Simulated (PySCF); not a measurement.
## `[F][Na]`, FNa

Cartesian coordinates in Å; atom numbers follow the order of the lines, from 1:
```xyz
2

F     0.9443   -0.0014   -0.0046
Na   -0.9416    0.0027   -0.0095
```

Method: PySCF 2.14.0, GIAO B3LYP/MINI magnetisability, rotational g tensor and spin-rotation constants, non-relativistic, gas phase. Geometry: PBE0-D3(BJ)/def2-SVP.

(1) What are the magnetisability and the molar susceptibility?

(2) Split it along the inertial axes a, b, c into diamagnetic and paramagnetic parts about the centre of mass, with the quadrupole moment.

(3) And the rotational g tensor?

Results:

(1) Isotropic -334 × 10⁻³⁰ J/T², or -20.1 × 10⁻⁶ cm³/mol; principal values -339, -332, -332 × 10⁻³⁰ J/T², anisotropy 8 × 10⁻³⁰ J/T² (root of half the summed squared differences of the principal values). The susceptibility is in cgs units.

(2) 
| axis | χ (10⁻⁶ cm³/mol) | diamagnetic (10⁻⁶ cm³/mol) | paramagnetic (10⁻⁶ cm³/mol) | summed x² of all electrons (Å²) | quadrupole Θ (D Å) |
| --- | --- | --- | --- | --- | --- |
| a | -20.4 | -20.4 | 0.0 | 20.0 | -0.15 |
| b | -20.0 | -95.3 | 75.3 | 2.4 | +0.07 |
| c | -20.0 | -95.3 | 75.3 | 2.4 | +0.07 |

Anisotropies 2χaa − χbb − χcc = -0.9 and 2χbb − χaa − χcc = +0.5 × 10⁻⁶ cm³/mol. Θ is traceless in Buckingham's convention.

(3) 
| axis | rotational constant (GHz) | g | nuclear part | electronic part |
| --- | --- | --- | --- | --- |
| b | 13.6604 | -0.0038 | 0.4793 | -0.4831 |
| c | 13.6604 | -0.0038 | 0.4793 | -0.4831 |

Linear; isotopes 19F, 23Na; no vibrational averaging.
